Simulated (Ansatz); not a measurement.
Compare A (`CCC(=O)S`) with its isomer B (`C/C(S)=C/O`).

Computed with Ansatz on PBE0-D4/def2-TZVP structures; ΔE is electronic, products minus reactants. CCSD(T)/CBS adds triple-zeta CCSD(T) − MP2 to the extrapolated MP2 energy (def2 sets, frozen cores). DFT in def2-TZVPP. B3LYP here is the variant with VWN-RPA as its local correlation; programs differ in this. Each species was taken in one conformer, which may not be the lowest.

Question: Which is lower in electronic energy at CCSD(T)/CBS, and by how much? (Estimate.)

Answer: Ansatz gave: A, by 72.0 kJ/mol.

Question: Give E(B) − E(A) in kJ/mol with ωB97M-V, r2SCAN-D4, CCSD/def2-TZVPP, PBE-D4, PBE0-D4, B3LYP-D4, B2PLYP. (Estimate.)

Answer: Ansatz gave: ωB97M-V 77.7, r2SCAN-D4 84.3, CCSD/def2-TZVPP 77.3, PBE-D4 80.6, PBE0-D4 76.9, B3LYP-D4 78.7, B2PLYP 81.4. None reverses the order clearly.

Largest T1 diagnostic: 0.014.

From PBE to PBE0 (25 % exact exchange), in def2-TZVPP and without D4, E(B) − E(A) moves by −3.8 kJ/mol. In def2-TZVPP, CCSD(T) changes the Hartree–Fock value by −8.3 kJ/mol (the triples alone add +0.8 kJ/mol) and MP2 by −9.0 kJ/mol.
